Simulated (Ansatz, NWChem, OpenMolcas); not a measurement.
A ladder of methods for C4H4O (furan)

The species is C4H4O (9 atoms), meant as a singlet with charge 0. SMILES: `c1ccoc1`. The coordinates come from a PBE0-D4/def2-TZVP relaxation.

| atom | x (Å) | y (Å) | z (Å) |
| --- | --- | --- | --- |
| C | 0.2811 | 0.9774 | -0.0840 |
| C | 0.8176 | -0.2488 | -0.5796 |
| C | -0.0005 | -1.2248 | -0.1226 |
| O | -1.0010 | -0.6974 | 0.6164 |
| C | -0.8173 | 0.6411 | 0.6309 |
| H | 0.6636 | 1.9731 | -0.2409 |
| H | 1.6943 | -0.3823 | -1.1928 |
| H | -0.0066 | -2.2966 | -0.2307 |
| H | -1.5426 | 1.2120 | 1.1863 |

Quantity: the atomisation enthalpy at 298 K, in kJ/mol. The values are calculated. The thermal term (zero-point and 298 K enthalpy, harmonic and unscaled) is that of PBE/def2-SVP; the spin-orbit lowering of the free atoms at 298 K, 0.5 kJ/mol by their spectra, is taken off.

Measured value to compare with: CRC Handbook of Chemistry and Physics gives the atomisation enthalpy at 298 K of the gas as 4024 kJ/mol.

| level | kind | program | value (kJ/mol) | computed − measured |
| --- | --- | --- | --- | --- |
| HF/def2-SVP | Hartree–Fock | Ansatz | 2900 | -1124 |
| revPBE/def2-SVP | GGA | NWChem | 4066 | +42 |
| M06-L/def2-SVP | meta-GGA | OpenMolcas | 4101 | +77 |
| PBE0/def2-SVP | global hybrid | OpenMolcas | 4128 | +104 |
| CAM-B3LYP/def2-SVP | range-separated hybrid | NWChem | 4080 | +56 |
| PBE-QIDH/def2-SVP | double hybrid | Ansatz | 4042 | +18 |
| MP2/def2-SVP | perturbation theory | Ansatz | 3955 | -69 |
| BCCD(T)/def2-SVP | coupled cluster or CI | Ansatz | 3852 | -172 |

Nearest: PBE-QIDH/def2-SVP (+18 kJ/mol); farthest: HF/def2-SVP (-1124 kJ/mol). Computed less measured by kind, in kJ/mol (def2-SVP rows): Hartree–Fock -1124; GGA +42; meta-GGA +77; global hybrid +104; range-separated hybrid +56; double hybrid +18; perturbation theory -69; coupled cluster or CI -172. Wave-function methods converge slowly with the basis and bind too weakly in sets of this size; that is part of their error here.
